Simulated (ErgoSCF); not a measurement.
# BHCl (SMILES [BH]Cl): levels of theory compared

Wanted: a comparison of 5 runs (UHF/STO-3G, UHF/def2-SVP, UPBE0/3-21G, UPBE0/def2-SVP, UPBE/def2-TZVP) of BHCl. 

The results are computed with ErgoSCF 3.8.

2 further runs of the same task are left out: 2 that didn't finish.

## (1) Starting point

BHCl has 3 atoms, charge 0, and is taken as a doublet. SMILES: `[BH]Cl`. The shape is that of a GFN2-xTB optimisation.

Bond lengths: B1–Cl2 1.662 Å, B1–H3 1.171 Å. Angles: Cl2–B1–H3 122.2°.

## (2) The energy at UHF/STO-3G (run 1)

Input file run.inp:

```
set_nthreads("env")
molecule_inline
B  0.12379596 -0.89452076 -0.04253774
Cl 1.70205742 1.56603494 1.10584883
H  -1.82585338 -0.67149528 -1.06331110
EOF
basis = "STO-3G"
scf.use_diagonalization = 1
scf.output_mulliken_pop = 1
spin_polarization = 1
scf.max_number_of_iterations = 120
tmpdir = "."
run "HF"
```

The basis set STO-3G is read from a file made from the Basis Set Exchange's data (not shown).

The run is started by

```sh
$ ergo run.inp
```

The log of the run:

```text
[...]
INSC SCF_general constructor, number of basis functions: 15
[...]
INSC Energy   1 =       -427.65471677577
[...]
INDE E_LUMO =          0.26723324287
[...]
INSC Energy  13 =       -479.46916744996  ( diff     -0.000000000003411 )
[...]
RESC CONVERGED after  13 iterations.
RESC FINAL ENERGY:       -479.46916744996
RESC FINAL <S2> =          0.75251202305
[...]
INSC SCF: dipole_moment_x [atomic units] =      -0.22011879
INSC SCF: dipole_moment_y [atomic units] =      -0.39574147
INSC SCF: dipole_moment_z [atomic units] =      -0.16657496
[...]
```

It took 0.71 s on 1 thread of Intel Xeon 6975P-C (Granite Rapids), shared host; peak memory 0.26 GiB.

## (3) The energy at UHF/def2-SVP (run 2)

Input file ergo.in:

```
set_nthreads(1)
basis = "def2-SVP"
scf.max_number_of_iterations = 120
tmpdir = "."
scf.output_mulliken_pop = 1
charge = 0
scf.use_diagonalization = 1
spin_polarization = 1
molecule_inline
B    0.12379596  -0.89452076  -0.04253774
Cl   1.70205742   1.56603494   1.10584883
H   -1.82585338  -0.67149528  -1.06331110
EOF
run "HF"
```

The basis set def2-SVP is read from a file made from the Basis Set Exchange's data (not shown).

The run is started by

```sh
$ ergo ergo.in
```

The log of the run:

```text
[...]
INSC SCF_general constructor, number of basis functions: 37
[...]
INSC Energy   1 =       -234.32177960941
[...]
INDE E_LUMO =          0.09640162988
[...]
INSC Energy  19 =       -484.56180753785  ( diff     -0.000000000002956 )
[...]
RESC CONVERGED after  19 iterations.
RESC FINAL ENERGY:       -484.56180753785
RESC FINAL <S2> =          0.75381372230
[...]
INSC SCF: dipole_moment_x [atomic units] =      -0.12763887
INSC SCF: dipole_moment_y [atomic units] =       0.06079145
INSC SCF: dipole_moment_z [atomic units] =      -0.06119503
[...]
```

Wall time 3.9 s (1 thread of Intel Xeon 6975P-C (Granite Rapids), shared host); peak memory 0.26 GiB.

Run 3 isn't shown in full; the table further down has it.

## (4) The energy at UPBE0/def2-SVP (run 4)

Input file ergo.in:

```
set_nthreads(1)
molecule_inline
B      0.12379596    -0.89452076    -0.04253774
Cl     1.70205742     1.56603494     1.10584883
H     -1.82585338    -0.67149528    -1.06331110
EOF
charge = 0
scf.use_diagonalization = 1
scf.output_mulliken_pop = 1
tmpdir = "."
scf.max_number_of_iterations = 120
XC.radint = 1e-11
basis = "def2-SVP"
XC.sparse_mode = 0
spin_polarization = 1
XC.angint = 41
run "PBE0"
```

The basis set def2-SVP is read from a file made from the Basis Set Exchange's data (not shown).

The run is started by

```sh
$ ergo < ergo.in
```

The log of the run:

```text
[...]
INDF Weighted mixed functional:
[...]
INSC Energy   1 =       -239.45804335130
[...]
INDE E_LUMO =         -0.04729721117
[...]
INSC Energy  17 =       -485.23809078237  ( diff     -0.000000000012847 )
[...]
RESC CONVERGED after  17 iterations.
RESC FINAL ENERGY:       -485.23809078237
RESC FINAL <S2> =          0.75212945018
[...]
INSC SCF: dipole_moment_x [atomic units] =      -0.07570981
INSC SCF: dipole_moment_y [atomic units] =       0.24059416
INSC SCF: dipole_moment_z [atomic units] =      -0.01135826
[...]
```

Wall time 6 s (1 thread of Intel Xeon 6975P-C (Granite Rapids), shared host); peak memory 0.26 GiB.

## (5) A single-point energy at UPBE/def2-TZVP (run 5)

Input file geom.xyz:

```xyz
3
BClH
B      0.065510    -0.473360    -0.022510
Cl     0.900690     0.828710     0.585190
H     -0.966200    -0.355340    -0.562680
```

Input file run.inp:

```
set_nthreads(1)
scf.output_mulliken_pop = 1
tmpdir = "."
scf.use_diagonalization = 1
scf.max_number_of_iterations = 120
XC.angint = 41
charge = 0
basis = "def2-TZVP"
spin_polarization = 1
XC.radint = 1e-11
XC.sparse_mode = 0
molecule "geom.xyz"
run "PBE"
```

The basis set def2-TZVP is read from a file made from the Basis Set Exchange's data (not shown).

The run is started by

```sh
$ ergo < run.inp
```

The log of the run:

```text
[...]
INDF Weighted mixed functional:
[...]
INSC Energy   1 =       -182.85954736857
[...]
INDE E_LUMO =         -0.09236778987
[...]
INSC Energy  18 =       -485.38015154297  ( diff     -0.000000000007162 )
[...]
RESC CONVERGED after  18 iterations.
RESC FINAL ENERGY:       -485.38015154297
RESC FINAL <S2> =          0.75245437202
[...]
INSC SCF: dipole_moment_x [atomic units] =      -0.06729729
INSC SCF: dipole_moment_y [atomic units] =       0.24925092
INSC SCF: dipole_moment_z [atomic units] =      -0.00577926
[...]
```

It took 18 s on 1 thread of Intel Xeon 6975P-C (Granite Rapids), shared host; peak memory 0.26 GiB.

## (6) Overview of the runs

```tsv
run	level	integration grid	radint	energy (Eh)	dipole moment (D)	⟨S²⟩	wall time
1	UHF/STO-3G	–	–	-479.469167	1.23	0.753	0.71 s
2	UHF/def2-SVP	–	–	-484.561808	0.39	0.754	3.9 s
3	UPBE0/3-21G	Turbo	1e-11	-483.028897	0.67	0.752	2 s
4	UPBE0/def2-SVP	Turbo	1e-11	-485.238091	0.64	0.752	6 s
5	UPBE/def2-TZVP	Turbo	1e-11	-485.380152	0.66	0.752	18 s
```

## (7) What came out

| quantity | value |
| --- | --- |
| run 5: total energy | -485.38015 Eh |
| run 5: dipole moment | 0.66 D |
| run 5: ⟨S²⟩ | 0.752 |

In words: The dipole moment (its size) runs from 0.39 D (UHF/def2-SVP) to 1.23 D (UHF/STO-3G). Totals of different functionals can't be ranked against each other. In run 1 the basis is minimal, so the values are rough. All runs together took 31 s, the longest 18 s.
